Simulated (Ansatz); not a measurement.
# C₃H₅NO: basis-set convergence

How large a basis does C₃H₅NO need? Two functionals are run in growing sets.

The runs use Ansatz 0.2.0, Gaussian basis; one geometry, several basis sets.

Levels to be run: PBE0-D4/def2-SVP; ωB97M-V/def2-SVP; PBE0-D4/def2-QZVPP; ωB97M-V/def2-QZVPP; the functionals' def2-TZVPP values are taken from earlier runs.

### Step 1. Structure used throughout

An earlier PBE0-D4 in a triple-zeta def2 set relaxation fixed the geometry.

SMILES `CC(=N)C=O`, 10 atoms, charge 0, spin multiplicity 1.

Atoms are counted from 1 here; the program's logs count them from 0.

Bond lengths: C1–C2 1.490 Å, C1–H6 1.095 Å, C1–H7 1.088 Å, C1–H8 1.095 Å, C2–N3 1.264 Å, C2–C4 1.515 Å, N3–H9 1.026 Å, C4–O5 1.199 Å, C4–H10 1.110 Å. Angles: C2–C1–H6 110.7°, C2–C1–H7 110.2°, C2–C1–H8 110.6°, H6–C1–H7 109.3°, H6–C1–H8 106.7°, H7–C1–H8 109.3°, C1–C2–N3 122.6°, C1–C2–C4 116.9°, N3–C2–C4 120.5°, C2–N3–H9 108.7°, C2–C4–O5 122.5°, C2–C4–H10 116.3°, O5–C4–H10 121.2°.

### Step 2. PBE0-D4 in def2-SVP

in.yaml

```yaml
crystal:
  periodic: [false, false, false]
  atoms:
    - {symbol: C, position_ang: [-0.417267, -0.502787, 1.138939]}
    - {symbol: C, position_ang: [0.188744, 0.331245, 0.063203]}
    - {symbol: N, position_ang: [0.771821, 1.428201, 0.298396]}
    - {symbol: C, position_ang: [0.078942, -0.192638, -1.354192]}
    - {symbol: O, position_ang: [0.529336, 0.397725, -2.295730]}
    - {symbol: H, position_ang: [0.029815, -1.501891, 1.151005]}
    - {symbol: H, position_ang: [-0.269233, -0.030610, 2.108002]}
    - {symbol: H, position_ang: [-1.489181, -0.638924, 0.963302]}
    - {symbol: H, position_ang: [1.105678, 1.820842, -0.588370]}
    - {symbol: H, position_ang: [-0.445455, -1.162262, -1.481655]}
basis:
  gaussian: {orbitals: def2-SVP}
hamiltonian: {xc: pbe0, dispersion: d4}
output: {orbitals: {seedname: orbitals}}
```

Launch:

```
$ ansatz run in.yaml --threads 2 --pin off --events-out ev --progress --plain --max-ram 4352MiB
```

After this run come: ωB97M-V in def2-SVP; PBE0-D4 in def2-QZVPP; ωB97M-V in def2-QZVPP.

**Question.** What will the summary of the whole plan be? Wanted: PBE0-D4: double and triple zeta above quadruple; ωB97M-V: double and triple zeta above quadruple.

As calculated:

```
                                       quantity          value
PBE0-D4: double and triple zeta above quadruple  7.98, 0.36 eV
ωB97M-V: double and triple zeta above quadruple  8.26, 0.35 eV
```

In words: For PBE0-D4 the step from double to triple zeta gains 7.61 eV and the next only 0.36 eV. These are total energies; as a rule much of such shifts cancels in differences, which this series doesn't test.
